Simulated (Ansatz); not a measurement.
`CCOCCCl` → `COCCCl` + `[CH2]` (triplet)  (formal loss of a carbene)

Gas-phase electronic energies from Ansatz, PBE0-D4/def2-TZVP geometries. CCSD(T)/CBS adds triple-zeta CCSD(T) − MP2 to the extrapolated MP2 energy (def2 sets, frozen cores). This one scheme is used for every species. Functionals use def2-TZVPP. B3LYP here is the variant with VWN-RPA as its local correlation; programs differ in this. Triplets are unrestricted, without spin–orbit coupling. Each species was taken in one conformer, which may not be the lowest.

| level | ΔE (kcal/mol) | difference from CCSD(T)/CBS |
| --- | --- | --- |
| r2SCAN-D4 | 101.9 | -5.4 |
| B3LYP-D4 | 105.2 | -2.1 |
| ωB97M-V | 107.8 | 0.5 |
| B2PLYP | 104.9 | -2.4 |
| PBE | 107.1 | -0.2 |
| PBE0 | 105.4 | -1.9 |
| B3LYP | 103.1 | -4.2 |
| MP2/def2-TZVPP | 107.6 | 0.3 |
| CCSD/def2-TZVPP | 102.0 | -5.3 |
| HF/CBS(def2) | 72.4 | -34.9 |
| CCSD(T)/CBS | 107.3 | 0 |

Largest T1 diagnostic among the species: 0.011.

From PBE to PBE0 (25 % exact exchange), in def2-TZVPP and without D4, ΔE moves by −1.7 kcal/mol. The D4 term adds +2.1 kcal/mol with B3LYP and +1.2 kcal/mol with PBE0; it sums over pairs of atoms, weighted by their polarisabilities, and B3LYP, whose exchange is more repulsive, gets the larger term. In def2-TZVPP, CCSD(T) changes the Hartree–Fock value by +32.3 kcal/mol (the triples alone add +2.6 kcal/mol) and MP2 by +35.3 kcal/mol.
